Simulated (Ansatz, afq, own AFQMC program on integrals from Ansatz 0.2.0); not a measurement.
AlBH2, triplet: a scan with AFQMC

```xyz
4

B     0.0000    0.0000    1.0513
Al    0.0000    0.0000   -0.8575
H     0.0000    0.0000    2.2344
H     0.0000    0.0000   -2.4283
```

The angle Al2–B1–H3 is changed with bond lengths fixed. Energies in kcal/mol count from this geometry (180.000 °) at the same level; the start stands on UHF, each point on the determinant named.

Basis cc-pVDZ. Noble-gas cores (and the filled d shells of Ga–Kr and In–Xe) are frozen. Ansatz 0.2.0 and our own AFQMC program on the same integrals; the CISD trial comes from CCSD amplitudes, and released means the phaseless constraint is let go. Error bars are statistical, one sigma.

Cautions, each for one point or more: lower spins were not checked; the ph-AFQMC/CISD walk drifts between its halves.

```tsv
angle Al2–B1–H3 / °	det.	T1	weight	⟨S²⟩	PBE	PBE0	CCSD(T)
67.300	UHF	0.026	0.89	2.03	32.1	32.7	32.7
89.500	UHF	0.023	0.89	2.02	20.3	20.8	21.9
101.400	UHF	0.023	0.89	2.02	15.4	15.8	16.9
122.200	UHF	0.024	0.89	2.02	8.4	8.7	9.4
142.100	UHF	0.021	0.89	2.02	3.8	3.9	4.2
159.400	UHF	0.019	0.90	2.02	1.2	1.2	1.3
```

(1) Estimate the curve of CCSDT(Q), counted from the same start.

Results:

(1) 
| angle Al2–B1–H3 / ° | det. | T1 | weight | ⟨S²⟩ | CCSDT(Q) | ph-AFQMC/CISD | released AFQMC |
| --- | --- | --- | --- | --- | --- | --- | --- |
| 67.300 | UHF | 0.026 | 0.89 | 2.03 | 32.6 | 32.3 ± 0.3 | 32.7 ± 0.3 |
| 89.500 | UHF | 0.023 | 0.89 | 2.02 | 21.9 | 21.7 ± 0.3 | 21.6 ± 0.3* |
| 101.400 | UHF | 0.023 | 0.89 | 2.02 | 16.9 | 16.9 ± 0.3 | – |
| 122.200 | UHF | 0.024 | 0.89 | 2.02 | 9.4 | 9.8 ± 0.3 | 9.4 ± 0.4* |
| 142.100 | UHF | 0.021 | 0.89 | 2.02 | 4.2 | 3.9 ± 0.3 | 4.6 ± 0.3 |
| 159.400 | UHF | 0.019 | 0.90 | 2.02 | 1.3 | 1.3 ± 0.3 | 1.9 ± 0.3 |

Weight is that of the determinant in the CISD state; at the start T1 is 0.017 and the weight 0.90, and ⟨S²⟩ is 2.01. An asterisk marks released energies that aren't shown to be converged. Symmetry can't show for every point that it stays on the start's state. A dash marks a missing value, a released energy that hasn't settled or a functional that sits on another state. Largest departures from CCSDT(Q), at the points where its series has closed: CCSD(T) 0.1 kcal/mol at 67.300 (on UHF), ph-AFQMC/CISD 0.4 kcal/mol at 122.200 (on UHF) (within the noise), released AFQMC 0.6 kcal/mol at 159.400 (on UHF) (within the noise). The functionals aren't scored here. In this small basis the wave-function levels are far from their limit, so their gap to the functionals isn't the functionals' error.

CCSDT and higher add their correlation energy to the determinant of the CCSD(T) run, since their own runs factorise the integrals more tightly (a shift of under 2 meV). A walk keeps the symmetry of its determinant, which the program's search chose and which needn't be the lowest solution, so a lower state of the same spin and another symmetry isn't excluded.
